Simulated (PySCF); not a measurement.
# NF3 (nitrogen trifluoride) at 6 levels

We compute a comparison of 6 runs (B3LYP/cc-pVTZ, BLYP/cc-pVTZ, M06-L/cc-pVTZ, PBE0/cc-pVTZ, SVWN5/cc-pVTZ, wB97X/cc-pVTZ) of NF3 (nitrogen trifluoride). The job is set up through a Python script.

The results are computed with PySCF 2.14.0.

1 further run of the same task is left out (set aside as unsound or not needed).

## Step 1: The system as given

NF3: 4 atoms, total charge 0, spin state singlet. SMILES: `FN(F)F`. The coordinates come from a PBE0-D4/def2-TZVP relaxation.

Bond lengths: F1–N2 1.360 Å, N2–F3 1.360 Å, N2–F4 1.360 Å. Angles: F1–N2–F3 102.1°, F1–N2–F4 102.1°, F3–N2–F4 102.1°.

## Step 2: A single-point energy at B3LYP/cc-pVTZ (run 1)

input.xyz reads:

```xyz
4

F      0.614010     0.000340     1.066930
N      0.353420    -0.074150    -0.266250
F     -0.636280    -1.006490    -0.312240
F     -0.331150     1.080310    -0.488440
```

run.py reads:

```python
# FN(F)F
from pyscf import gto, dft

mol = gto.M(
    atom='input.xyz',
    max_memory=1860,
    verbose=4,
    basis='cc-pvtz',
)

calc0 = dft.RKS(mol, xc='b3lyp')
calc0.grids.level = 5
calc0.conv_tol = 1e-10
calc0.kernel()
if not calc0.converged:
    calc0 = calc0.newton().run(calc0.mo_coeff, calc0.mo_occ)

e_tot = calc0.e_tot
print('E = %.10f Eh' % e_tot)
```

The run is started by

```
$ OMP_NUM_THREADS=1 python run.py
```

Standard output:

```text
PySCF version 2.14.0

[... 72 lines left out ...]
converged SCF energy = -354.221986020632
E = -354.2219860206 Eh
```

Wall time 17 s (1 thread of Arm Neoverse V2, shared host); peak memory 0.68 GiB.

## Step 3: The energy at BLYP/cc-pVTZ (run 2)

geometry.xyz reads:

```xyz
4
F3N
F      0.614010     0.000340     1.066930
N      0.353420    -0.074150    -0.266250
F     -0.636280    -1.006490    -0.312240
F     -0.331150     1.080310    -0.488440
```

calc.py reads:

```python
# FN(F)F
from pyscf import gto, dft

mol = gto.M(
    atom='geometry.xyz',
    spin=0,
    basis='cc-pvtz',
    verbose=3,
    max_memory=1860,
)

ks = dft.RKS(mol, xc='blyp')
ks.conv_tol = 1e-10
ks.grids.level = 5
ks.kernel()
if not ks.converged:
    ks = ks.newton().run(ks.mo_coeff, ks.mo_occ)

e_final = ks.e_tot
print(f'total energy: {e_final:.8f} hartree')
```

The run is started by

```
$ OMP_NUM_THREADS=1 python calc.py
```

Standard output:

```text
converged SCF energy = -354.209855583079
total energy: -354.20985558 hartree
```

It took 15 s on 1 thread of Arm Neoverse V2, shared host; peak memory 0.67 GiB.

Runs 3 to 5 aren't shown in full; the table further down has their settings and results.

## Step 4: A single-point energy at wB97X/cc-pVTZ (run 6)

input.py reads:

```python
from pyscf import gto, dft

mol = gto.Mole()
mol.atom = 'F 0.614010 0.000340 1.066930; N 0.353420 -0.074150 -0.266250; F -0.636280 -1.006490 -0.312240; F -0.331150 1.080310 -0.488440'
mol.verbose = 3
mol.basis = 'cc-pvtz'
mol.max_memory = 1860
mol.build()

calc0 = dft.RKS(mol)
calc0.xc = 'wb97x'
calc0.grids.level = 5
calc0.conv_tol = 1e-10
calc0.kernel()
if not calc0.converged:
    calc0 = calc0.newton().run(calc0.mo_coeff, calc0.mo_occ)

etot = calc0.e_tot
print(f'total energy: {etot:.8f} hartree')
```

The run is started by

```
$ OMP_NUM_THREADS=1 python input.py
```

Standard output:

```text
converged SCF energy = -354.143735489443
total energy: -354.14373549 hartree
```

Wall time 27 s (1 thread of Arm Neoverse V2, shared host); peak memory 0.68 GiB.

## Step 5: All runs side by side

| run | level | energy (Eh) | dipole moment (D) | HOMO energy (eV) | LUMO energy (eV) | wall time |
| --- | --- | --- | --- | --- | --- | --- |
| 1 | B3LYP/cc-pVTZ | -354.221986 | 0.12 | -9.83 | 0.58 | 17 s |
| 2 | BLYP/cc-pVTZ | -354.209856 | 0.05 | -8.09 | -0.44 | 15 s |
| 3 | M06-L/cc-pVTZ | -354.157988 | 0.12 | -8.55 | -0.04 | 37 s |
| 4 | PBE0/cc-pVTZ | -353.883339 | 0.12 | -10.09 | 1.04 | 17 s |
| 5 | SVWN5/cc-pVTZ | -351.932704 | 0.01 | -8.34 | -0.89 | 11 s |
| 6 | wB97X/cc-pVTZ | -354.143735 | 0.13 | -12.64 | 3.57 | 27 s |

## Step 6: Results

| quantity | value |
| --- | --- |
| run 6: total energy | -354.14374 Eh |
| run 6: dipole moment | 0.13 D |
| run 6: HOMO energy | -12.64 eV |
| run 6: LUMO energy | 3.57 eV |
| run 6: HOMO–LUMO gap | 16.21 eV |

In words: The dipole moment (its size) runs from 0.01 D (SVWN5/cc-pVTZ) to 0.13 D (wB97X/cc-pVTZ). The HOMO–LUMO gap runs from 7.45 eV (SVWN5/cc-pVTZ) to 16.21 eV (wB97X/cc-pVTZ). Totals of different functionals can't be ranked against each other. All runs together took 2.1 min, the longest 37 s.
